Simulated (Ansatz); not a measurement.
Results of r²SCAN in Ansatz (plane waves, PAW) for chalcopyrite CdGeAs2.

Numerical settings: plane-wave cutoff 560 eV, 8×8×8 k mesh, Fermi–Dirac smearing 0.01 eV, scalar-relativistic PAW data made under PBE.

Response to compression and expansion:

Shape and atoms are relaxed at each volume.

```json
[
 {"V (Å³/atom)": "24.249", "P (GPa)": "2.76", "c (Å)": "11.119", "a (Å)": "5.907"},
 {"V (Å³/atom)": "24.754", "P (GPa)": "1.30", "c (Å)": "11.210", "a (Å)": "5.944"},
 {"V (Å³/atom)": "25.259", "P (GPa)": "0.00", "c (Å)": "11.296", "a (Å)": "5.982"},
 {"V (Å³/atom)": "25.765", "P (GPa)": "-1.15", "c (Å)": "11.383", "a (Å)": "6.018"},
 {"V (Å³/atom)": "26.270", "P (GPa)": "-2.18", "c (Å)": "11.466", "a (Å)": "6.055"}
]
```

Note: the bulk modulus comes from volumes at which shape and atoms were relaxed.

Ansatz is a first-principles code.
